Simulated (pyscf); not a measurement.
Optimised with ωB97X-D3(BJ)/def2-SVP in PySCF.

Estimate by transition-state theory the rate constant of H₂B–OH + BH₃ → H₂B–O–BH₂ + H₂ (singlet surface; H–O, B–H broken, B–O, H–H formed) at 298 K, with ωB97M-D3(BJ)/def2-TZVP energies (ideal gas, 1 atm, RRHO with modes under 100 cm⁻¹ raised to 100, one conformer, R ln 2 for chiral ones without a mode under 150 cm⁻¹; no tunnelling).

The electronic barrier is 13.3 kcal/mol and the thermal terms add +8.9, so ΔG‡ = 22.2 kcal/mol. With k_BT/h = 6.21e+12 s⁻¹ and RT = 0.592 kcal/mol, and a volume of 4.06e-20 cm³ per molecule at 1 atm, k = 1.2e-23 cm³ molecule⁻¹ s⁻¹. Wigner's tunnelling factor for 1462i cm⁻¹ would be 3.07, likely too low at so high a frequency. A shift of 1 kcal/mol in the barrier changes k by a factor 5.4. On the reactant side the descent ends in an adduct with a B–O contact, 11.8 kcal/mol under the separated species and 25.6 kcal/mol under the saddle at ωB97X-D3(BJ)/def2-TZVP. What is counted as formed (B–O) is already present as a longer contact in the reactant adduct; forming that adduct is a step of its own. This is the saddle that the search found; another between the same sides may lie lower.
